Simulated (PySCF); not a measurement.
hydrogen isocyanide (CHN), SMILES [C-]#[NH+]. Geometry: B3LYP-D3(BJ)/def2-TZVPD.

Computed equilibrium geometry at B3LYP-D3(BJ)/def2-TZVPD (PySCF confirms it by a frequency run) as bond lengths and angles, and its point group:
point group C∞v.
Atoms: C1 N2 H3. Bond lengths (Å): C1–N2 1.164, N2–H3 0.998. Bond angles (°): C1–N2–H3 180.0.
Charge 0, spin multiplicity 1.
